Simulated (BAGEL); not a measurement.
# CH5AlCl− (SMILES [AlH3-][CH2]Cl): HF/6-31G(d) (density fitting with qzvpp-jkfit, spherical functions)

What is the energy change on altering one bond length of CH5AlCl− at HF/6-31G* (density fitting with qzvpp-jkfit, spherical functions)? 

The results are computed with BAGEL 1.2.2.

## 1. The structure to begin with

CH5AlCl− has 8 atoms, charge -1, and is taken as a singlet. SMILES: `[AlH3-][CH2]Cl`. The shape comes from GFN2-xTB, which is rough for such elements, and wasn't checked as a minimum.

Bond lengths: Al1–C2 2.072 Å, C2–Cl3 1.792 Å, Al1–H4 1.606 Å, Al1–H5 1.609 Å, Al1–H6 1.606 Å, C2–H7 1.098 Å, C2–H8 1.098 Å. Some angles: Al1–C2–Cl3 89.3°, Al1–C2–H7 123.2°, Al1–C2–H8 123.3°, Cl3–C2–H7 104.6°, Cl3–C2–H8 104.6°, C2–Al1–H4 107.4°, C2–Al1–H5 104.0°, C2–Al1–H6 107.6°, H7–C2–H8 106.1°, H4–Al1–H5 112.6°.

## 2. The energy at HF/6-31G(d) (density fitting with qzvpp-jkfit, spherical functions)

Contents of input.json:

```json
{ "bagel" : [

{
  "title" : "molecule",
  "basis" : "6-31gs.json",
  "df_basis" : "qzvpp-jkfit",
  "angstrom" : "true",
  "geometry" : [
    { "atom" : "Al", "xyz" : [       0.529040,      -0.743220,      -0.468830 ] },
    { "atom" : "C", "xyz" : [      -0.552420,       0.890100,       0.205470 ] },
    { "atom" : "Cl", "xyz" : [      -0.533410,       0.194120,       1.856290 ] },
    { "atom" : "H", "xyz" : [      -0.360650,      -2.052420,      -0.197210 ] },
    { "atom" : "H", "xyz" : [       0.735250,      -0.451850,      -2.037860 ] },
    { "atom" : "H", "xyz" : [       1.917270,      -0.772390,       0.337780 ] },
    { "atom" : "H", "xyz" : [      -0.118540,       1.892390,       0.322350 ] },
    { "atom" : "H", "xyz" : [      -1.616540,       1.043260,      -0.017970 ] }
  ]
},

{
  "title" : "hf",
  "charge" : -1
},

{
  "title" : "print",
  "file" : "orbitals.molden",
  "orbitals" : "true"
}

]}
```

The basis set 6-31G* is read from a file made from the Basis Set Exchange's data (not shown).

Command:

```console
BAGEL_NUM_THREADS=1 BAGEL input.json > input.out
```

The log of the run:

```text
* using 1 threads per process

  ===============================================================
  ===============================================================

  *** Geometry ***

  { "atom" : "Al", "xyz" : [      0.999741,     -1.404482,     -0.885960 ] },
  { "atom" : "C", "xyz" : [     -1.043923,      1.682045,      0.388282 ] },
  { "atom" : "Cl", "xyz" : [     -1.007999,      0.366834,      3.507880 ] },
  { "atom" : "H", "xyz" : [     -0.681530,     -3.878512,     -0.372673 ] },
  { "atom" : "H", "xyz" : [      1.389421,     -0.853873,     -3.850997 ] },
  { "atom" : "H", "xyz" : [      3.623115,     -1.459606,      0.638312 ] },
  { "atom" : "H", "xyz" : [     -0.224008,      3.576099,      0.609153 ] },
  { "atom" : "H", "xyz" : [     -3.054818,      1.971476,     -0.033958 ] },

  Number of auxiliary basis functions:      421

  Since a DF basis is specified, we compute 2- and 3-index integrals:
    o Being stored without compression. Storage requirement is 0.012 GB

  Number of basis functions:       60
  Number of electrons      :       41

    * METHOD: MOLECULE                             0.16

  *** RHF ***

  === Nuclear Repulsion ===
   137.3152198111

      * DIIS with orbital gradients will be used.

  === RHF iteration (6-31gs.json) ===
      0       -742.08657754          0.01164887           0.03
      1       -742.14130910          0.00384405           0.03
      2       -742.14661238          0.00134269           0.03
      3       -742.14730829          0.00021920           0.03
      4       -742.14733978          0.00006571           0.03
      5       -742.14734351          0.00002206           0.03
      6       -742.14734415          0.00000797           0.03
      7       -742.14734423          0.00000238           0.03
      8       -742.14734423          0.00000064           0.03
      9       -742.14734423          0.00000025           0.03
     10       -742.14734423          0.00000007           0.03
     11       -742.14734423          0.00000002           0.03
     12       -742.14734423          0.00000001           0.03
    * SCF iteration converged.

    * Permanent dipole moment:
           (    0.956306,    -1.258209,    -1.067656) a.u.

    * METHOD: HF                                   0.53

    * METHOD: PRINT                                0.01

  ===============================================================
```

It took 0.83 s on 1 thread of Arm Neoverse V1, shared host.

## 3. The distorted shape at the same level

Contents of input.json:

```json
{ "bagel" : [

{
  "title" : "molecule",
  "basis" : "6-31gs.json",
  "df_basis" : "qzvpp-jkfit",
  "angstrom" : true,
  "geometry" : [
    { "atom" : "Al", "xyz" : [       1.069791,      -1.559911,      -0.805993 ] },
    { "atom" : "C", "xyz" : [      -0.552420,       0.890100,       0.205470 ] },
    { "atom" : "Cl", "xyz" : [      -0.533410,       0.194120,       1.856290 ] },
    { "atom" : "H", "xyz" : [       0.180101,      -2.869111,      -0.534373 ] },
    { "atom" : "H", "xyz" : [       1.276001,      -1.268541,      -2.375023 ] },
    { "atom" : "H", "xyz" : [       2.458021,      -1.589081,       0.000617 ] },
    { "atom" : "H", "xyz" : [      -0.118540,       1.892390,       0.322350 ] },
    { "atom" : "H", "xyz" : [      -1.616540,       1.043260,      -0.017970 ] }
  ]
},

{ "title" : "hf", "charge" : -1 },

{ "title" : "print", "file" : "orbitals.molden", "orbitals" : true }

]}
```

The basis set 6-31G* is read from a file made from the Basis Set Exchange's data (not shown).

Command:

```console
BAGEL_NUM_THREADS=1 BAGEL input.json > input.out
```

The log of the run:

```text
* using 1 threads per process

  ===============================================================
  ===============================================================

  *** Geometry ***

  { "atom" : "Al", "xyz" : [      2.021612,     -2.947805,     -1.523106 ] },
  { "atom" : "C", "xyz" : [     -1.043923,      1.682045,      0.388282 ] },
  { "atom" : "Cl", "xyz" : [     -1.007999,      0.366834,      3.507880 ] },
  { "atom" : "H", "xyz" : [      0.340342,     -5.421834,     -1.009819 ] },
  { "atom" : "H", "xyz" : [      2.411292,     -2.397195,     -4.488143 ] },
  { "atom" : "H", "xyz" : [      4.644987,     -3.002928,      0.001166 ] },
  { "atom" : "H", "xyz" : [     -0.224008,      3.576099,      0.609153 ] },
  { "atom" : "H", "xyz" : [     -3.054818,      1.971476,     -0.033958 ] },

  Number of auxiliary basis functions:      421

  Since a DF basis is specified, we compute 2- and 3-index integrals:
    o Being stored without compression. Storage requirement is 0.012 GB

  Number of basis functions:       60
  Number of electrons      :       41

    * METHOD: MOLECULE                             0.16

  *** RHF ***

  === Nuclear Repulsion ===
   116.6170500485

      * DIIS with orbital gradients will be used.

  === RHF iteration (6-31gs.json) ===
      0       -742.02641041          0.01135707           0.03
      1       -742.08211101          0.00465324           0.03
      2       -742.09014025          0.00147045           0.03
      3       -742.09125092          0.00028250           0.03
      4       -742.09133867          0.00010441           0.03
      5       -742.09135663          0.00004479           0.03
      6       -742.09136033          0.00001167           0.03
      7       -742.09136055          0.00000400           0.03
      8       -742.09136057          0.00000137           0.03
      9       -742.09136057          0.00000058           0.03
     10       -742.09136057          0.00000017           0.03
     11       -742.09136057          0.00000005           0.03
     12       -742.09136057          0.00000002           0.03
     13       -742.09136057          0.00000001           0.03
    * SCF iteration converged.

    * Permanent dipole moment:
           (    0.437931,    -0.512831,    -0.650330) a.u.

    * METHOD: HF                                   0.56

    * METHOD: PRINT                                0.01

  ===============================================================
```

Run time: 0.87 s. Hardware: 1 thread of Arm Neoverse V1, shared host.

## 4. Summary of results

Level: HF/6-31G* (density fitting with qzvpp-jkfit, spherical functions).

```
                                                              quantity          value
                                             first shape: total energy  -742.14734 Eh
                                              first shape: HOMO energy       -4.67 eV
                                              first shape: LUMO energy        8.13 eV
    first shape: HOMO–LUMO gap (to an unbound level, set by the basis)       12.80 eV
                                         distorted shape: total energy  -742.09136 Eh
                                          distorted shape: HOMO energy       -3.15 eV
                                          distorted shape: LUMO energy        6.67 eV
distorted shape: HOMO–LUMO gap (to an unbound level, set by the basis)        9.82 eV
    energy change with the Al1–C2 bond stretched from 2.072 to 3.108 Å       1.523 eV
```

With the Al1–C2 bond stretched from 2.072 to 3.108 Å the energy rises by 1.52 eV (35 kcal/mol). The first shape isn't relaxed at this level, so the change isn't measured from a minimum.
